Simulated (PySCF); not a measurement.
**CS, SMILES `[C-]#[S+]` (charge 0, multiplicity 1)**

All values below come from TPSSh-D3(BJ)/def2-TZVP // TPSS-D3(BJ)/def2-SVP (PySCF).

| Quantity | Result |
|---|---|
| HOMO | -8.18 eV |
| dipole moment | 1.81 D |
| LUMO | -2.90 eV |
| HOMO–LUMO gap | 5.27 eV |
| total energy | -436.2577 Ha |
| cost | around 22 core-seconds (rough) |

```xyz
2

C      0.7756     0.0000     0.0000
S     -0.7751     0.0000     0.0000
```
